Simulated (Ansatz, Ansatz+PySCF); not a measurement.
```xyz
5

C    -0.0144   -0.0466   -0.6295
F    -0.0296   -0.0257    0.7758
H     0.0243   -1.0750   -0.9768
H    -0.9243    0.5199   -1.0386
H     0.9044    0.4687   -1.0010
```

RHF on singlet CH3F was run in several spherical basis sets with Ansatz (development build ahead of 0.2.0).

Rank the basis sets by the total energy that they give, lowest first, with the distance from the lowest.
A. 6-31G(d)
B. cc-pVTZ
C. STO-3G
D. cc-pVDZ
E. def2-TZVP
F. def2-SVP
G. aug-cc-pVDZ
H. 6-31G

E (0.00 eV), B (0.18 eV), G (1.16 eV), D (1.50 eV), A (1.86 eV), H (2.89 eV), F (4.66 eV), C (52.53 eV).

Totals follow the description of the cores as much as that of the bonds, so this order isn't one of quality for chemistry.
